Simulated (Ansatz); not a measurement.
Basis or method: atomization of GeH₂

GeH2, singlet; coordinates (Å): Ge 0.000 -0.030 0.000; H 0.000 1.091 -1.133; H 0.000 1.091 1.133. Quantity: atomization.

Ansatz 0.2.0, basis cc-pVDZ or cc-pVTZ; geometries are PBE0/def2-TZVP minima. Wave-function levels freeze the cores with the filled d shells of p-block atoms; HF, MP2 and coupled cluster are restricted for singlets and unrestricted otherwise, atoms included (their steps beyond CCSDT(Q) come from restricted open-shell runs), restricted open-shell where a d shell is frozen, Kohn–Sham unrestricted where that lies lower. The reference is full CI, exact within the basis. Semilocal and hybrid functionals correlate all electrons outside any core potential and usually lie nearer their basis limit than the reference, so part of their error here is the reference's basis and frozen-core error; RPA and the MP2 part of double hybrids freeze the same cores as the reference. None of these values is a measured one. Energies are electronic, without zero-point terms. No spin–orbit coupling and no scalar relativity. The species are chosen: bound, without strong static correlation by their natural occupations or amplitudes, in their lowest spin state as far as vertical gaps and like structures tell, and with a ladder that closes on the reference, so errors are smaller than for species at large; levels whose determinant breaks symmetry or spin markedly are left out.

```csv
level,cc-pVDZ (kcal/mol),cc-pVTZ (kcal/mol)
reference,131.2 (full CI),138.4 (full CI)
CCSD,130.3,137.4
CCSD(T),131.0,138.2
CCSDT,131.2,138.3
CCSDT(Q),131.2,138.4
CCSDTQ,131.2,138.4
PBE,137.0,138.0
r2SCAN,138.1,139.5
```

From cc-pVDZ to cc-pVTZ the reference moves by 7.2 kcal/mol and PBE by 1.0; the step from CCSD(T) to the reference is 0.2 in the first and 0.1 in the last.
